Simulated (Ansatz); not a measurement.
C4H8O (butyraldehyde): a line through the functionals

C4H8O has 13 atoms, charge 0, and is taken as a singlet. SMILES: `CCCC=O`. The shape is that of a PBE0-D4/def2-TZVP optimisation. This is one conformer, not always the lowest.

The HOMO–LUMO gap y, in eV, basis 6-31G(d); a is the functional's share of exact exchange. Programs: Ansatz 0.2.0.

| functional | program | a | y (eV) |
| --- | --- | --- | --- |
| revPBE | Ansatz | 0 | 4.11 |
| PBE | Ansatz | 0 | 4.07 |
| B3LYP | Ansatz | 0.2 | 6.42 |
| PBE0 | Ansatz | 0.25 | 6.94 |
| r2SCAN0 | Ansatz | 0.25 | ? |
| BHLYP | Ansatz | 0.5 | 9.89 |

Task: Fit y = c + s·a to the known rows and predict r2SCAN0.

Result: 
1. Means of the 5 rows: a = 0.1900, y = 6.286.
2. Σ(Δa)² = 0.172, Σ(Δa·Δy) = 1.9923, so the slope is 1.9923/0.172 = 11.583.
3. Intercept: 6.286 − (11.583) × 0.1900 = 4.085. The largest residual of the fit is 0.041.
4. r2SCAN0: 4.085 + (11.583) × 0.25 = 6.98 eV.

The run gave 7.31 eV, so the prediction is off by -0.33 eV, more than the scatter of the fit. Exact exchange lowers occupied levels and raises empty ones. The rows mix families of semi-local functionals, which the line can't see.
